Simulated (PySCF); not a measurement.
Species: disulfane, H2S2.
Numbering: `[SH:1][SH:2]` (hydrogens: H3 on S1; H4 on S2)

Structure optimised with GFN2-xTB, isolated species.

(1) List the bond lengths and angles at this level.

## Answers

(1) 
```csv
bond,length (Å)
S1–S2,2.045
"S1–H3, S2–H4",1.340
```

Bonds in one row agree within 0.01 Å and their mean is given. A selection of angles:
```csv
angle,degrees
S2–S1–H3,98.1
```

Point group: C2 (tolerance 0.08 Å). Not checked by GFN2-xTB frequencies. The numbers are those of one conformer (H–S1–S2–H 96°).

All values are computed, not measured.


Compound: CdMe2, C2H6Cd (singlet state).
Bonds: Cd1–C2, Cd1–C6. Hydrogens: H3, H4, H5 on C2; H7, H8, H9 on C6.

Level of theory: PySCF 2.14.0, PBE0-D3(BJ)/def2-SVP geometry optimisation, gas phase, def2 core potentials past Kr.

Task: Give the optimised bond lengths and angles.

Result: 
```tsv
bond	length (bohr)
Cd1–C2, Cd1–C6	3.997
C2–H3 and 5 like bonds	2.081
```

Bonds in one row agree within 0.02 bohr and their mean is given. A selection of angles:
```tsv
angle	degrees
C2–Cd1–C6	179.5
Cd1–C2–H3	110.7
H3–C2–H4	107.9
```

Point group: near D3d, missed by 0.11 Å at most; the miss may be what the optimiser left on a soft mode (D3 holds within 0.08 Å). Stationary, but not proved a minimum.

Hardware: 4 threads, Intel Xeon 6975P-C (x86_64), shared host with 192 logical CPUs at a one-minute load of 109. Cost: 7.4 s wall, 47 s CPU, 0.40 GiB resident at most. That covers the optimisation of the geometry.


Nitrosomethane, CH3NO.
Atom-mapped SMILES: `[CH3:1][N:2]=[O:3]` (hydrogens: H4, H5, H6 on C1)

The calculation used CAM-B3LYP/6-31+G* geometry optimisation, gas phase in PySCF.

Question: Give the optimised bond lengths and angles.

Answer: 
```csv
bond,length (pm),order
C1–N2,147.2,single
N2=O3,120.4,double
"C1–H4, C1–H5, C1–H6",109.4,single
```

Bonds in one row agree within 1 pm and their mean is given. Orders are formal, as drawn. A selection of angles:
```csv
angle,degrees
N2–C1–H4,106.8
N2–C1–H6,111.5
H4–C1–H5,107.6
H4–C1–H6,111.8
C1–N2–O3,113.7
```

Point group: Cs (tolerance 0.08 Å). Stationary, but not proved a minimum.

Hardware: one thread of an Intel Xeon Platinum 8488C, shared host with 192 logical CPUs at a one-minute load of 22. Cost: 8.2 s of wall time, 0.30 GiB resident at most. This is the geometry optimisation.


W(CH)F3, CHF3W (singlet state).
Bonds: W1–C2, W1–F4, W1–F5, W1–F6. Hydrogens: H3 on C2.

Computed, not measured: PBE0-D3(BJ)/def2-SVP geometry optimisation, gas phase, def2 core potentials past Kr in PySCF.

(1) Give the optimised bond lengths and angles.

Results:

(1) 
```
               bond  length (Å)
              W1–C2       1.731
W1–F4, W1–F5, W1–F6       1.867
              C2–H3       1.092
```

Bonds in one row agree within 0.01 Å and their mean is given. A selection of angles:
```
   angle  degrees
C2–W1–F4    103.7
F4–W1–F5    114.4
F4–W1–F6    114.5
W1–C2–H3    179.8
```

All 3 F–W bonds measure 1.866 to 1.867 Å. W1 (tungsten bonded to C and 3 F) is distorted tetrahedral (angles from 103.7° to 114.7°).

Point group: C3v (tolerance 0.08 Å). No PBE0-D3(BJ)/def2-SVP frequencies stand behind this structure, so it isn't proved a minimum.
